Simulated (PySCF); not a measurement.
# Ionisation energy of O by level of theory

O [He] 2s2 2p4 (3P) → O⁺ [He] 2s2 2p3 (4S), as a difference of total energies. All numbers are calculated (PySCF 2.14, the spin-free X2C one-electron Hamiltonian (Gaussian nucleus), in aug-cc-pCVTZ-DK with one added diffuse shell each of s, p, d, f type (8s7p5d3f, 75 functions)). Correlated levels: valence: 1s2 frozen; valence and next inner shell: nothing frozen. The calculations carry no spin-orbit coupling.

```csv
method,ionisation energy (eV)
UHF,12.020
LDA,13.999
PBE,14.058
PBE0,13.844
r2SCAN,13.713
CAM-B3LYP,14.097
TPSSh,13.946
wB97X-V,13.855
B97-3,13.840
MP2 (valence),13.335
SCS-MP2 (valence),13.440
MP2 (valence and next inner shell),13.349
SCS-MP2 (valence and next inner shell),13.446
```

A first-order spin-orbit estimate (lowest level to lowest level, LS coupling) adds 0.009 eV.

Errors of the correlated levels include the incompleteness of this basis and the frozen core.

Which method comes closest to the reference value, and which is furthest?

The reference is 13.618 eV (measured; NIST Atomic Spectra Database, ionization energies). Closest: r2SCAN (error 0.105 eV); furthest: UHF (error -1.588 eV), both after the spin-orbit estimate.
